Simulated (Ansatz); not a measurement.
# Na₂− (doublet): from Hartree-Fock to the top rungs at distance Na1–Na2 = 3.169 Å, aug-cc-pVTZ

The task here is to estimate one member of a computed series from the others.

Computed with Ansatz 0.2.0, Gaussian basis. Level: aug-cc-pVTZ, core rule «outside noble gas», up to 10 orbitals frozen.

To be run: UHF; CCSD(T) on ROHF; CCSD(T) on UHF; BCCD(T) on ROHF; CCSDT on ROHF; CCSDT on UHF; CASSCF and NEVPT2, 3 electrons in 8 orbitals; Full CI.

51 further runs of the same task are left out: 22 for a known fault of the program, 25 that didn't finish, 4 set aside as unsound or not needed. Runs told in other sessions of the task aren't counted.

## The system

The geometry derives from a PBE0/def2-TZVPD stationary point (not a proven minimum). One bond is set to the value named and the two fragments are kept rigid.

2 atoms, charge -1, spin multiplicity 2.

Atoms are counted from 1 here; the program's logs count them from 0.

Bond lengths: Na1–Na2 3.169 Å.

Set-up of the first run:

Input file in.yaml:

```yaml
crystal:
  periodic: [false, false, false]
  atoms:
    - {symbol: Na, position_ang: [0.000000, 0.000000, 0.000000]}
    - {symbol: Na, position_ang: [0.000000, 0.000000, 3.169000]}
basis:
  gaussian: {orbitals: aug-cc-pVTZ}
total_charge: -1
magnetization: {spin_polarized: true, initial_magnetization: 1}
hamiltonian: {xc: hf}
output: {orbitals: {seedname: orbitals}}
```

Run with:

```bash
ansatz run in.yaml --threads 1 --pin off --events-out ev --progress --plain --max-ram 2393MiB
```

Steps of the session up to this table: UHF; CCSD(T) on ROHF; CCSD(T) on UHF; BCCD(T) on ROHF; CCSDT on ROHF; CCSDT on UHF; CASSCF and NEVPT2, 3 electrons in 8 orbitals; Full CI.

One table of the session follows, with a row left open; its other results are not shown here.

| method | from FCI (kJ/mol) |
| --- | --- |
| ROHF | +100.1 |
| UHF | +78.7 |
| RMP2 | +30.4 |
| UMP2 | +39.2 |
| RCCSD | +5.6 |
| UCCSD | ? |
| RCCSD(T) | +1.5 |
| UCCSD(T) | +1.6 |
| BCCD(T) | +1.6 |
| RCCSDT | 0.0 |
| UCCSDT | 0.0 |
| CASSCF valence | +13.2 |
| NEVPT2 valence | +4.8 |
| FCI | 0 |

**Question.** Estimate the row for UCCSD.

As computed: from FCI (kJ/mol): +3.9. In the column «from FCI (kJ/mol)» it lies between BCCD(T) (+1.6) and NEVPT2 valence (+4.8).

The ROHF row is the lowest such solution found; the determinant under the restricted MP2 and coupled-cluster rows lies 0.02 eV higher.

Limits of these values: Levels on UHF freeze UHF's core orbitals, full CI those of ROHF, so the U rows can settle a little off it for that reason alone. Restricted and unrestricted rows rest on different reference determinants; a gap between their highest levels can come from leftover correlation error, from unlike frozen cores or from another state.
